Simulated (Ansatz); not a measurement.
Computed with Ansatz on PBE0-D4/def2-TZVP structures; ΔE is electronic, products minus reactants. CBS: MP2 limit from def2 TZ/QZ plus the TZ coupled-cluster correction, frozen cores. Each species was taken in one conformer, which may not be the lowest.

Consider the isomerisation: `NC=C=C=O` → `c1cocn1`.

`NC=C=C=O`:

Z-matrix (Å, degrees):
```
N
C 1 1.338
H 1 1.006 2 119.5
H 1 1.003 2 121.5 3 180.0
C 2 1.344 1 124.1 3 0.0
H 2 1.092 1 113.1 3 180.0
C 5 1.284 2 138.6 1 -180.0
O 7 1.167 5 171.8 2 -180.0
```

`c1cocn1`:

```xyz
8

C    -0.538    0.394    0.775
C     0.334    0.952   -0.089
O     0.769   -0.023   -0.930
C     0.124   -1.129   -0.519
N    -0.662   -0.951    0.482
H    -1.084    0.857    1.581
H     0.731    1.941   -0.241
H     0.326   -2.041   -1.059
```

| species | CCSD(T)/CBS(def2) energy (Eh) |
| --- | --- |
| `NC=C=C=O` | -245.76545 |
| `c1cocn1` | -245.80249 |

Question: Work out ΔE.

Answer: ΔE = (-245.80249) − (-245.76545) = -0.03704 Eh = -1.01 eV.

Largest T1 diagnostic among the species: 0.019.

Leaving LDA and LC-ωPBE aside and taking each functional with its dispersion term where it has one, the values, not all of them listed here, spread over 0.66 eV, from ωB97X-V to BLYP-D4. LDA lies −0.30 eV from PBE without D4. From BLYP to BHLYP (50 % exact exchange), in def2-TZVPP and without D4, ΔE moves by −0.52 eV. At CCSD(T), def2-SVP lies −0.07 eV from the extrapolated value and def2-TZVPP −0.01 eV.
